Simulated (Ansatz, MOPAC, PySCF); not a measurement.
System: C₂H₃O₂ (charge 0, doublet). SMILES: CO[C]=O
Geometry from a B3LYP-D3(BJ)/def2-TZVP (Ansatz, a program for electronic structure) optimisation:
```xyz
7

C     -0.9614    -0.0741     0.0045
O     -0.8574    -1.2555    -0.0092
O     -0.0521     0.8706     0.0100
C      1.3414     0.4223    -0.0028
H      1.9343     1.3307     0.0041
H      1.5358    -0.1804     0.8822
H      1.5258    -0.1605    -0.9030
```
Charge 0, spin multiplicity 2.

Wanted: enthalpy of formation at 298 K, in kcal/mol. Conventions: no spin-orbit coupling; valence correlation only; six Cartesian d functions in 6-31G* and its kin unless marked 5d; LANL2DZ all-electron up to Ne; no dispersion term unless named; non-relativistic; UHF or UKS for open shells; 6-311+G** with 5d. Basis-set limits of correlation are two-point, X^-3; Hartree-Fock from the larger set. The bracket is a focal-point correction in the basis named. First-principles rows: single points at B3LYP-D3(BJ) geometries (Ansatz), with unscaled harmonic terms from B3LYP/6-31G* at its own minima, enthalpies of formation by atomisation with measured atoms. Semi-empirical rows: MOPAC heats of formation at their own minima for 298 K.

Coupled cluster (Ansatz) is a level with limits of its own, used here on species with T1 under 0.025 (0.045 for open shells) and stable references: RI-MP2/CBS(cc-pVTZ,cc-pVQZ)+[CCSD(T)-MP2]/cc-pVTZ.

Value to compare with, RI-MP2/CBS(cc-pVTZ,cc-pVQZ)+[CCSD(T)-MP2]/cc-pVTZ (Ansatz): -37.2 kcal/mol.

```csv
level,program,enthalpy of formation at 298 K (kcal/mol),difference
PM3,MOPAC,-54.0,-16.8
PM6,MOPAC,-58.7,-21.5
SVWN5/6-31G*,Ansatz,-169.6,-132.4
PBE/6-31G*,Ansatz,-71.4,-34.2
PBE/6-311+G**,Ansatz,-62.6,-25.4
B3LYP/LANL2DZ,Ansatz,21.7,58.9
B3LYP/6-31G,Ansatz,10.8,48.0
B3LYP/6-31+G*,Ansatz,-30.0,7.2
B3LYP/def2-SVP,Ansatz,-44.7,-7.5
B3LYP/cc-pVDZ,Ansatz,-27.7,9.5
PBE0/6-31G*,Ansatz,-42.2,-5.0
M06-2X/6-31G* (5d),PySCF,-40.1,-2.9
MP2/6-31G*,Ansatz,0.2,37.4
r2SCAN-D4/def2-TZVPD,Ansatz + dftd4,-45.7,-8.5
wB97M-V/def2-TZVPD,Ansatz,-39.4,-2.2
B2PLYP-D3(BJ)/def2-TZVPD,Ansatz + dftd3,-34.4,2.8
```

Among the 13 habitual levels, SVWN5/6-31G* lies farthest from RI-MP2/CBS(cc-pVTZ,cc-pVQZ)+[CCSD(T)-MP2]/cc-pVTZ (Ansatz) (-132.4 kcal/mol) and M06-2X/6-31G* (5d) nearest (-2.9); 5 of 13 lie above it, and their mean absolute difference is 31.3 kcal/mol, the median 21.5. One case shows no general order.

The levels are drawn from those run, B3LYP/6-31G* more often than the rest, none by its result; runs whose electronic state is in doubt are left out.
